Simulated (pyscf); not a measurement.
PySCF, gas phase, ωB97X-D3(BJ)/def2-SVP geometries.

Q: Estimate by transition-state theory the rate constant of O=V(OH)(OH)–Br (SMILES [O]=[V]([OH])([OH])[Br]) + H₂O (SMILES O) → O=V(OH)(OH)–OH (SMILES [O]=[V]([OH])([OH])[OH]) + HBr (SMILES Br) (singlet surface; Br–V, H–O broken, O–V, Br–H formed) at 298 K, with ωB97M-D3(BJ)/def2-TZVP energies (ideal gas, 1 atm, RRHO with modes under 100 cm⁻¹ raised to 100, one conformer, R ln 2 for chiral ones without a mode under 150 cm⁻¹; no tunnelling).

A: The electronic barrier is 14.6 kcal/mol and the thermal terms add +8.1, so ΔG‡ = 22.7 kcal/mol. With k_BT/h = 6.21e+12 s⁻¹ and RT = 0.592 kcal/mol, and a volume of 4.06e-20 cm³ per molecule at 1 atm, k = 5.8e-24 cm³ molecule⁻¹ s⁻¹. Wigner's tunnelling factor for 709i cm⁻¹ would be 1.49, likely too low at so high a frequency. A shift of 1 kcal/mol in the barrier changes k by a factor 5.4. On the reactant side the descent ends in a bound adduct (not fully relaxed), 8.9 kcal/mol under the separated species and 24.5 kcal/mol under the saddle at ωB97X-D3(BJ)/def2-TZVP. On the product side the descent ends in a complex, 4.4 kcal/mol under the separated species and 10.6 kcal/mol under the saddle at ωB97X-D3(BJ)/def2-TZVP. One saddle was located; it need not be the lowest between these sides. Elements up to Kr have no core potential and no relativistic terms here.
